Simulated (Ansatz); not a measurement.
LiAl2 (the lowest doublet isomer of a short search), 3 atoms. Hardware: 4 threads of Arm Neoverse V2 on a shared host.

Correlated methods freeze 10 core orbitals; core or outer-core shells of Li are correlated, in sets that lack core-valence functions.

**Question.** How many basis functions does each of these Ansatz runs have, and roughly what does it cost? PBE0-D4/def2-SVP, charge 0 doublet, energy, from earlier orbitals; PBE-D4/def2-TZVPD, charge -1 triplet at the geometry of the charge 0 doublet, energy, from earlier orbitals; PBE-D4/def2-TZVP, charge 1 triplet at the geometry of the charge 0 doublet, energy, from earlier orbitals; r2SCAN-D4/def2-TZVP, charge 1 singlet at the geometry of the charge 0 doublet, energy, from earlier orbitals; PBE with 50 % exact exchange/def2-TZVP, charge 0 doublet, energy, from earlier orbitals; PBE0-D4/def2-TZVP, charge 1 singlet at the geometry of the charge 0 doublet, energy; r2SCAN-D4/def2-TZVPD, charge -1 singlet at the geometry of the charge 0 doublet, energy, from earlier orbitals; PBE0-D4/def2-TZVP, charge 1 singlet, energy, from earlier orbitals; PBE with 5 % exact exchange/def2-TZVP, charge 0 doublet, energy, from earlier orbitals; PBE0-D4/def2-TZVP, charge 1 singlet, relaxation, 11 steps; PBE0-D4/def2-TZVP, charge 0 doublet, energy and forces, from earlier orbitals; RPA@PBE/def2-TZVP, charge 0 doublet, energy, from earlier orbitals.

**Answer.** Other jobs shared the machine, so times can vary by a factor of up to 3. A dash marks memory too small to be measured apart from the calling script's.

```csv
run,functions,fitting or Cholesky vectors,wall time,peak host memory (GiB)
"PBE0-D4/def2-TZVP, charge 1 singlet at the geometry of the charge 0 doublet, energy",88,687,0.45 s,–
"PBE0-D4/def2-SVP, charge 0 doublet, energy, from earlier orbitals",45,445,0.7 s,–
"PBE0-D4/def2-TZVP, charge 1 singlet, energy, from earlier orbitals",88,687,0.78 s,–
"PBE with 5 % exact exchange/def2-TZVP, charge 0 doublet, energy, from earlier orbitals",88,647,0.95 s,–
"r2SCAN-D4/def2-TZVP, charge 1 singlet at the geometry of the charge 0 doublet, energy, from earlier orbitals",88,647,0.95 s,–
"RPA@PBE/def2-TZVP, charge 0 doublet, energy, from earlier orbitals",88,612,1 s,–
"PBE-D4/def2-TZVP, charge 1 triplet at the geometry of the charge 0 doublet, energy, from earlier orbitals",88,647,1.1 s,–
"PBE with 50 % exact exchange/def2-TZVP, charge 0 doublet, energy, from earlier orbitals",88,713,1.6 s,–
"PBE-D4/def2-TZVPD, charge -1 triplet at the geometry of the charge 0 doublet, energy, from earlier orbitals",103,693,1.7 s,–
"r2SCAN-D4/def2-TZVPD, charge -1 singlet at the geometry of the charge 0 doublet, energy, from earlier orbitals",103,693,1.9 s,–
"PBE0-D4/def2-TZVP, charge 0 doublet, energy and forces, from earlier orbitals",88,687,3.1 s,–
"PBE0-D4/def2-TZVP, charge 1 singlet, relaxation, 11 steps",88,687,6.5 s,–
```
